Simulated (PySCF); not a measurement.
C₄H₆S.
InChI=1S/C4H6S/c1-2-3-4-5/h2,4H,1,3H2

Method used: MP2 and CCSD/aug-cc-pVDZ in PySCF, restricted Hartree–Fock reference, 9 core orbitals frozen, non-relativistic, gas phase, PBE0-D3(BJ)/def2-SVP geometry.

E(HF) = -552.46862 Eh.

Problem. How large is the problem?

Solution. 173 basis functions and 46 electrons; 9 orbitals frozen, which leaves o = 14 correlated occupied and v = 150 virtual orbitals. That is o·v = 2100 singles and o·v(o·v + 1)/2 = 2206050 distinct closed-shell doubles amplitudes before symmetry; the costliest CCSD step grows as o²v⁴ = 9.9 × 10^10.

Problem. What are the MP2 and CCSD correlation energies?

Solution. MP2 -0.6984 Eh and CCSD -0.7512 Eh, which gives totals of -553.16700 and -553.21982 Eh. That is 0.730 eV for each correlated electron at CCSD (1972 kJ/mol in all, 0.136 % of the total energy); MP2 gives 93.0 % of the CCSD value.

Problem. What is the T1 diagnostic?

Solution. 0.0150, below the customary warning level of 0.02. It is the norm of the spatial-orbital singles amplitudes over the root of the number of correlated electrons, so the norm is 0.079.

Problem. How does correlation change the dipole moment?

Solution. HF gives 2.83 D and CCSD (unrelaxed density) 2.19 D, a change of -0.64 D.

Connected triples and the basis-set limit are missing.

The values belong to the conformer `[CH2:1]=[CH:2][CH2:3][CH:4]=[S:5]`: C1–C2–C3–C4 110°, C2–C3–C4–S5 115°.
